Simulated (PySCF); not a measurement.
CH3O, SMILES C[O] (connectivity only; charge and spin as stated), charge -1, multiplicity 1.

Geometry optimised at PBE-D3(BJ)/def2-TZVPD. The spin state was assumed, not searched. The isomer is the one that the SMILES or the coordinates give; other isomers of the formula were not compared.

These are PBE-D3(BJ)/def2-TZVPD (PySCF 2.14.0) values and carry that method's errors.

Harmonic, unscaled wavenumbers; measured fundamentals usually lie a few per cent lower.

Modes within 1.5 cm⁻¹ of each other (mostly degenerate sets) share a row, with their intensities summed.

```
mode  ν (cm⁻¹)  IR (km/mol)  moving atoms (share of kinetic energy)
----  --------  -----------  --------------------------------------
1–2       1125          0.3                          H 73 %, C 21 %
3         1136        477.8                          O 48 %, C 47 %
4–5       1374         86.4                                  H 94 %
6         1408        129.6                          H 87 %, C 13 %
7–8       2355       1625.7                                  H 92 %
9         2500        769.5                                  H 99 %
```
